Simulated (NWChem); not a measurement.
System: C2H3, doublet; SMILES C=[CH]

In the optimisation the excess spin sits in a' (Cs, its own frame).

Task: Give the equilibrium geometry at PBE0/def2-SVP, spin-unrestricted (NWChem) as a Z-matrix, with the point group.

Result: point group Cs; any orientation.
```
C
C 1 1.3111
H 2 1.0903 1 138.22
H 1 1.0974 2 121.97 3 180.00
H 1 1.1019 4 116.19 2 180.00
```
